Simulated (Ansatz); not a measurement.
A single point on CH$_{7}$Si$_{2}$ (`C[SiH2][SiH2]`) radical.

```yaml
crystal:
  periodic: [false, false, false]
  atoms:
    - {symbol: C, position_ang: [-1.005754, 0.751027, -0.947945]}
    - {symbol: Si, position_ang: [-0.240657, -0.705881, -0.049442]}
    - {symbol: Si, position_ang: [1.346392, 0.024774, 1.489637]}
    - {symbol: H, position_ang: [-1.751541, 0.407055, -1.668130]}
    - {symbol: H, position_ang: [-0.243548, 1.314562, -1.490405]}
    - {symbol: H, position_ang: [-1.493996, 1.428178, -0.244299]}
    - {symbol: H, position_ang: [0.372101, -1.644544, -1.035132]}
    - {symbol: H, position_ang: [-1.279071, -1.465856, 0.700898]}
    - {symbol: H, position_ang: [1.955937, -1.040339, 2.333131]}
    - {symbol: H, position_ang: [2.423236, 0.879825, 0.914586]}
basis:
  gaussian: {orbitals: def2-QZVPP}
magnetization: {spin_polarized: true, initial_magnetization: 1}
correlation: {method: mp2}
scf: {omitted_lower_state_checks: [cluster_reference]}
```

```sh
$ ansatz run in.yaml --threads 4 --pin off --events-out ev --progress --plain --max-ram 10444MiB
```

Shortened log:

```
Functional definition: HF
2365 factors; integrals over basis functions are off by at most 5.6e-4 eV
mean field evaluation 1: about -16863.6401 eV, gradient 2.0e1 eV
mean field evaluation 2: about -16863.6412 eV, gradient 2.0e1 eV
mean field evaluation 4: about -16866.3571 eV, gradient 2.4e0 eV
mean field evaluation 8: about -16866.4411 eV, gradient 2.6e-3 eV
mean field -16866.44112416 eV, -619.8302788284 hartree, gradient 2.4e-6 eV, S^2 0.760330; 0 other end points of the search recorded, 0 dependent functions left out
11 core orbitals not correlated: weight in the atoms' cores, before any rotation towards them, 1.000 or more for the frozen orbitals, at most 0.000 for the correlated occupied ones
reference -16866.44112416 eV, -619.8302788284 hartree; 10, 9 occupied and 386, 387 virtual orbitals, 2365 factors
second order -12.05163482 eV of doubles, -0.00000000 eV of singles
Total energy: -16878.49275898 eV, -620.2731682393 hartree
Checks for a lower state left out: cluster_reference
```

It took 15 s on 4 threads of an Arm Neoverse V1 on a shared host, with 2 GiB of host memory at the peak.
